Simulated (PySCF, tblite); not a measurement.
**hydronium and water**

A gas-phase complex of hydronium and water; charge +1, singlet. The structure comes from a short search (6 tight-binding starts) and was relaxed by PBE0-D3(BJ)/def2-TZVPD; another way of binding may lie lower. Frequencies by PBE0-D3(BJ)/def2-TZVPD show no clear imaginary mode.

Parts: 1 = hydronium ([OH3+]), atoms 1–4, charge +1; 2 = water (O), atoms 5–7.

```xyz
7

O    -0.079    0.267    0.065
H    -0.262    1.386   -0.310
H    -0.476   -0.437   -0.466
H     0.813    0.008    0.334
O    -0.565    2.489   -0.670
H    -0.965    3.071   -0.008
H     0.061    2.993   -1.209
```
Atom numbers follow the order of the file, from 1.

Contacts between parts, classed by geometry: H2···O5 1.200 Å (shared proton).

Deforming the relaxed parts to their shape here costs 17.2 kcal/mol, which the interaction energies leave out.

Interaction energies are complex less parts, with the parts frozen as they stand in it; counterpoise-corrected, in kcal/mol (PySCF). The CCSD(T) estimate is Hartree-Fock/aug-cc-pVQZ, plus the MP2 correlation part extrapolated as X⁻³ from aug-cc-pVTZ and aug-cc-pVQZ, plus CCSD(T) less MP2 in aug-cc-pVDZ; noble-gas cores are frozen. It isn't the exact limit.

```tsv
level	interaction	superposition error removed
Hartree-Fock/aug-cc-pVQZ	-50.82	-
wB97M-D3(BJ)/def2-TZVPD	-51.96	-0.21
PBE0-D3(BJ)/def2-TZVPD	-54.40	-0.23
MP2/aug-cc-pVQZ	-51.89	-0.72
```

(1) What does CCSD(T) at its estimated basis limit give, and which of these levels comes nearest?

(2) What holds them together? Decompose the wB97M-D3(BJ)/def2-TZVPD energy: frozen parts, their antisymmetrised product, then relaxation.

The parts were also relaxed and run alone, at the levels used for the complex: shieldings by PBE0/pcSseg-2; core levels by delta-SCF with SCAN, pcX-2 on the ionised atom and pcseg-1 elsewhere, spin-free X2C.

(3) What does binding change?

(4) What are the binding energy from relaxed parts (wB97M-D3(BJ)/def2-TZVPD), and ΔH and ΔG of association at 298.15 K and 1 atm?

Answers

(1) -51.61 kcal/mol. wB97M-D3(BJ)/def2-TZVPD and MP2/aug-cc-pVQZ come equally near, within the error of the estimate; the errors are Hartree-Fock/aug-cc-pVQZ +0.79, wB97M-D3(BJ)/def2-TZVPD -0.35, PBE0-D3(BJ)/def2-TZVPD -2.79, MP2/aug-cc-pVQZ -0.28.

(2) electrostatic -43.6, Pauli repulsion +57.2, orbital relaxation -64.8, dispersion correction -1.0 kcal/mol, which sum to the value before the counterpoise correction; the Pauli term holds the exchange-correlation of the frozen density too. Of the attraction, 59 % is orbital relaxation, 40 % is electrostatic, 1 % is dispersion correction.

(3) 
| property | alone | in the complex | change |
| --- | --- | --- | --- |
| shielding of H2 (ppm) | 23.97 | 10.46 | -13.51 |
| shielding of O5 (ppm) | 329.1 | 292.5 | -36.6 |
| O1 1s core level (eV) | 552.27 | 547.82 | -4.45 |

(4) -34.71 kcal/mol, -33.52 with zero-point energy; ΔH -34.8 and ΔG -26.1 kcal/mol, from harmonic vibrations by PBE0-D3(BJ)/def2-TZVPD with low modes damped.

The 6 runs behind this took 6 min in all, one thread each of Arm Neoverse N1 on a shared host, launched as `OMP_NUM_THREADS=1 python cluster_run.py task.json out`.
